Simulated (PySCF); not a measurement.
Compound: C4H4Cl (doublet state).
Atom-mapped SMILES: `[CH2:1]=[CH:2]/[C:3]=[CH:4]\[Cl:5]` (hydrogens: H6, H7 on C1; H8 on C2; H9 on C4)

Structure used (GFN2-xTB), in Å, numbered top down from 1:
```
atom  x, y, z in Å
C1    -1.7845   -0.3661   -0.3924
C2    -0.6833    0.0912    0.1984
C3     0.6305   -0.1213   -0.2560
C4     1.8844    0.0799   -0.0658
Cl5    2.5341    1.0096    1.3478
H6    -2.7630   -0.1647    0.0068
H7    -1.7384   -0.9537   -1.2937
H8    -0.7661    0.6870    1.1094
H9     2.6998   -0.2558   -0.6798
```

The hyperfine couplings belong to this conformer and change with its torsions.

Computed, not measured: UKS B3LYP, pcH-1 on C Cl H, non-relativistic, mean-field spin-orbit, GIAO (PySCF 2.14.0). Isolated species at its GFN2-xTB geometry (one conformer only). GFN2-xTB frequencies show an imaginary mode (170i cm⁻¹), so this geometry is no minimum at that level. Couplings are sensitive to structure, and on GFN2-xTB geometries they can be far from those on DFT ones. The SCF solution wasn't tested for stability.

(1) Break the g tensor into its mass correction, gauge correction and orbital-Zeeman/spin–orbit terms.

(2) At 33.937 GHz, how far is the centre of the isotropic spectrum from where a free electron (g = 2.002319) resonates?

(3) What are the electron Larmor frequencies g μB B/h along the three axes at 350 mT?

(4) In a frozen sample, at which fields do the three g values resonate at 9.5, 34, 94 and 263 GHz (hyperfine left aside), and which band first spreads them over more than twice a line width of 0.3 mT?

Answers

(1) 
```csv
Δg (ppm),1,2,3
relativistic mass correction,-178,-178,-178
gauge correction,25,0,22
orbital Zeeman/spin–orbit,-3462,526,2280
total,-3615,349,2124
```

So g = 1.99870, 2.00267, 2.00444 and g_iso = 2.00194; the tensor is rhombic: the two nearest values differ by 31 % of g3 − g1. Axes: g1 points within 15° of the C2–C3 bond and g3 is normal to the molecular plane.

(2) B = hν/(g μB) with μB/h = 13.99624 MHz/mT gives 1210.96 mT for the free electron and 1211.19 mT at g_iso, 0.23 mT higher.

(3) 9.7910, 9.8104, 9.8191 GHz for g1, g2 and g3, a range of 28.1 MHz.

(4) 
```csv
band,GHz,B(g3) mT,B(g2) mT,B(g1) mT,spread mT
X,9.5,338.62,338.92,339.60,0.97
Q,34.0,1211.92,1212.99,1215.40,3.48
W,94.0,3350.60,3353.57,3360.22,9.62
J,263.0,9374.55,9382.86,9401.47,26.91
```

The spread grows in proportion to the frequency. X band is the first where it exceeds 0.6 mT.

The Mulliken spin populations are largest on C3 (+0.93), Cl5 (+0.14), C4 (-0.13) and C2 (-0.07). The positive populations add up to 1.21 and the negative ones to -0.21, together 2S = 1.

The HOMO–LUMO gaps are 5.27 eV among the α and 3.67 eV among the β orbitals.
